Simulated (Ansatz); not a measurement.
# BCl3, singlet: the ladder up to RCCSDT(Q)

Geometry: MP2(full)/6-31G*, from the G2/97 set.

```tsv
atom	x (Å)	y (Å)	z (Å)
B	0.0000	0.0000	0.0000
Cl	0.0000	1.7354	0.0000
Cl	1.5029	-0.8677	0.0000
Cl	-1.5029	-0.8677	0.0000
```

Basis 6-31G; Ansatz 0.2.0. Only valence electrons are correlated (noble-gas cores frozen), which leaves 24 electrons in 32 orbitals. Prefix R: restricted or restricted open-shell reference. Active spaces: valence = (18e, 13o, short of the full valence) chosen from the atoms' valence shells.

Full CI isn't at hand for all of this; RCCSDT(Q) serves as the reference, and is uncertain by about the last step of the cluster series.

The UHF ⟨S²⟩ is 0.000 and the T1 diagnostic (RCCSD) is 0.0137. The largest doubles amplitude (RCCSD) is 0.042.

```json
{"level": "RMP2", "E − E(RHF) (eV)": "-4.9158"}
{"level": "RCCSD", "E − E(RHF) (eV)": "-5.4392"}
{"level": "RCCSD(T)", "E − E(RHF) (eV)": "-5.6108"}
```

Task: Estimate how far RCCSDT(Q) in 6-31G lies from RCCSD(T). The table doesn't fix it; the size of (T) and the diagnostics are the guide.

Result: RCCSDT(Q) in 6-31G lies 18 meV below RCCSD(T), which is 11 % of the (T) step (-172 meV). The diagnostics are small and one determinant leads, so the series closes fast and only a small part of (T) is left.

The other levels:

| level | E − E(RCCSDT(Q)) (meV) | share of correlation (%) | wall time |
| --- | --- | --- | --- |
| CISD | 610 | 89.17 | 2.8 s |
| BCCD(T) | 14 | 99.75 | 0.97 s |
| RCCSDT | -2 | 100.04 | – |
| CASSCF (valence space) | 3503 | 37.78 | – |
| NEVPT2 (valence space) | 611 | 89.14 | 12 s (H100) |
| MRCISD (valence space) | 234 | 95.84 | – |
| MRCISD+Q (valence space) | 49 | 99.13 | 28 s (H100) |

The correlation energy at RCCSDT(Q), counted from RHF, is -5.629 eV. That run took 14 s on 1 thread of AMD EPYC 7R13, shared host.

Times hold each run's SCF and search for its determinant on a shared host, so for small cases they say little of a method's own cost; rows without a card ran on 1 thread of AMD EPYC 7R13.

Natural occupations of CASSCF (valence space) about the gap: 1.992 1.985 1.978 1.976 1.976 0.032 0.031 0.023 0.023; effectively unpaired electrons, Σ n²(2−n)², 0.02.

Atomization energy (electronic, same basis, no zero-point term; atoms at the same level, unrestricted beside the R rows where the molecule is a closed shell, with restricted open-shell steps beyond CCSDT(Q)) at RCCSDT(Q): 1011.3 kJ/mol. Errors of other levels:

```csv
level,error (kJ/mol)
RHF,-188.3
RMP2,26.9
CISD,-51.8
RCCSD,-14.4
RCCSD(T),-1.0
BCCD(T),-0.5
RCCSDT,0.0
```

This basis is far from its limit, so the value isn't to be set against a measured one. Truncated CI isn't size-consistent, which counts against it in atomization.
